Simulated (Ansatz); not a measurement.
A made-up structure of Si2H5O (charge +1), closed shell:

```
8
angstrom
Si -0.9003 1.0055 -1.1703
O -0.1218 0.1326 -0.1656
Si 0.7454 -0.8322 0.9715
H 0.1416 -0.5975 -0.7475
H -0.2413 2.1918 -1.7351
H 1.4217 -1.8351 0.1304
H -0.2917 -1.3897 1.8567
H 1.6606 0.1086 1.6401
```

It is relaxed with PBE-D4/def2-SVP and then PBE0-D4/def2-TZVP (Ansatz 0.2.0). Atoms count as bonded within 1.22 times the sum of their covalent radii (H–H: 0.88 Å). The end point is not checked to be a true minimum.

Does its bonding change? (Judge from chemistry; the calculation decides.)

Computed: No: no bond forms or breaks.

Where it ends: The first stage lowers the energy by 3.32 eV in 22 steps. It ends as Si₂H₅O ([SiH][OH][SiH3]), total charge +1:
Si1  (-0.820, 1.148, -1.327)
O2  (-0.007, -0.359, -0.741)
Si3  (0.814, -0.629, 0.840)
H4  (-0.015, -1.113, -1.350)
H5  (-0.443, 1.788, 0.000)
H6  (1.260, -2.027, 0.702)
H7  (-0.259, -0.402, 1.819)
H8  (1.885, 0.379, 0.837)
(Å)

Labels in which every atom is bracketed show which atoms are joined, not bond orders.

For scale, one of the runs: PBE0-D4/def2-TZVP relaxation, 135 basis functions, launched by `ansatz run in.yaml --threads 2 --pin off --events-out ev --progress --plain --max-ram 4352MiB`. The run took about 19 s on 2 CPU threads of an Arm Neoverse V1 (shared host).
